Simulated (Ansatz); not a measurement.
Task: a composite energy at a relaxed geometry of AlH₂O, SMILES [OH][AlH], with the Ansatz DFT code, driven from Python. Give the script and its output. Settings (for the species named): r2SCAN, def2-SVP basis, multiplicity 2.

```
atom    x (Å)    y (Å)    z (Å)
   O   0.0206  -0.7795   0.8796
  Al   0.3367   0.8043  -0.0570
   H   0.3244  -1.4545   0.2955
   H  -0.6261   1.3695  -1.1383
```

The script, `composite_alh2o.py`:
```python
# -*- coding: utf-8 -*-
"""Relax AlH2O cheaply, then refine its energy."""

import itertools

import ansatz as az
from ase import Atoms
from ase.data import atomic_numbers, covalent_radii
import numpy as np

SETTINGS = {
    "basis_set": "def2-SVP",
    "xc": "r2scan",
}


def main():
    atoms = Atoms(["O", "Al", "H", "H"], positions=[
        (0.0206, -0.7795, 0.8796),
        (0.3367, 0.8043, -0.057),
        (0.3244, -1.4545, 0.2955),
        (-0.6261, 1.3695, -1.1383),
    ])
    molecule = az.Crystal.molecule_from_ase(atoms)

    calculation = (
        molecule.calculation()
        .basis(gaussian=SETTINGS["basis_set"])
        .functional(SETTINGS["xc"])
        .spin("collinear", total=1)
        .accuracy("medium")
    )
    symbols = [site.symbol for site in molecule.cartesian_sites]
    start = np.array([site.position_ang for site in molecule.cartesian_sites], dtype=float)
    report = calculation.relax(force_tolerance=0.01).run(threads=1, pin="off").report
    end = np.array(report["positions_ang"])
    # pairs closer than 1.2 times the sum of covalent radii, before or after
    radius = [covalent_radii[atomic_numbers[s]] for s in symbols]
    span = lambda where, i, j: np.linalg.norm(where[i] - where[j])
    bonded = [(i, j) for i, j in itertools.combinations(range(len(symbols)), 2) if min(span(start, i, j), span(end, i, j)) < 1.2 * (radius[i] + radius[j])]
    print("pair        before    after (A)")
    for i, j in bonded:
        print(f"{symbols[i]}{i}-{symbols[j]}{j}".ljust(10), f"{span(start, i, j):8.4f} {span(end, i, j):8.4f}")

    minimum = az.Crystal.molecule()
    for symbol, place in zip(symbols, end):
        minimum = minimum.atom(symbol, place.tolist())
    at_minimum = minimum.calculation().spin("collinear", total=1)
    # MP2 extrapolated to the basis limit, plus the small-basis difference CCSD(T) - MP2
    level = lambda method, basis: at_minimum.basis(gaussian=basis).correlation(method).run(threads=1, pin="off").report
    small, large, cluster = level("mp2", "cc-pVDZ"), level("mp2", "cc-pVTZ"), level("ccsd_t", "cc-pVDZ")
    corr = lambda each: (each["free_energy_ev"] - each["reference_energy_ev"]) / 27.211386246
    mp2_limit = (27 * corr(large) - 8 * corr(small)) / 19
    pieces = {"HF / cc-pVTZ": large["reference_energy_ev"] / 27.211386246, "MP2 correlation, DZ-TZ limit": mp2_limit, "CCSD(T) - MP2 / cc-pVDZ": corr(cluster) - corr(small)}
    for name, value in pieces.items():
        print(f"{name:32s} {value:14.6f} Ha")
    print(f"{'sum':32s} {sum(pieces.values()):14.6f} Ha")
    print("T1 diagnostic", round(cluster["correlation"]["coupled_cluster"]["t1_diagnostic"], 4))


if __name__ == "__main__":
    main()
```

```console
$ python composite_alh2o.py
pair        before    after (A)
O0-Al1       1.8670   1.7086
O0-H2        0.9429   0.9624
Al1-H3       1.5542   1.6184
HF / cc-pVTZ                        -318.000554 Ha
MP2 correlation, DZ-TZ limit          -0.334710 Ha
CCSD(T) - MP2 / cc-pVDZ               -0.020653 Ha
sum                                 -318.355917 Ha
T1 diagnostic 0.0182
```

Reading the output:
- The settings weren't tested for convergence.
- The sum leaves out core correlation, relativity, the Hartree-Fock basis error and zero-point energy; a DZ-TZ extrapolation is rough.
- The run takes the species as open-shell (spin multiplicity 2), which needn't be its ground state.
- Inner cores stay frozen, so this is valence correlation.
- For Al to Cl the sets with a tight d function, cc-pV(X+d)Z, are usual.
- An extrapolation from small basis sets is rough.
- Wall time of the script: 26 s on 1 thread of Arm Neoverse V2, with other jobs on the host, peak memory 0.21 GiB.
